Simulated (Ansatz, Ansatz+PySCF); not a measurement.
```tsv
atom	x (Å)	y (Å)	z (Å)
C	0.0000	0.0000	-0.9234
C	0.0000	0.7002	0.5378
C	0.0000	-0.7002	0.5378
H	0.9922	0.0000	-1.5809
H	-0.9922	0.0000	-1.5809
H	0.0000	1.7169	1.1247
H	0.0000	-1.7169	1.1247
```

RHF on singlet C3H4 was run in several spherical basis sets with Ansatz (development build ahead of 0.2.0). Caution for RHF: no unrestricted run beside it, a lower state can exist.

Question: Rank the basis sets by the total energy that they give, lowest first, with the distance from the lowest.
A. def2-SVP
B. 6-31G(d)
C. cc-pVTZ
D. cc-pVDZ
E. def2-TZVP

Answer: E (0.00 eV), C (0.06 eV), D (0.75 eV), B (1.23 eV), A (3.31 eV).

Totals follow the description of the cores as much as that of the bonds, so this order isn't one of quality for chemistry.
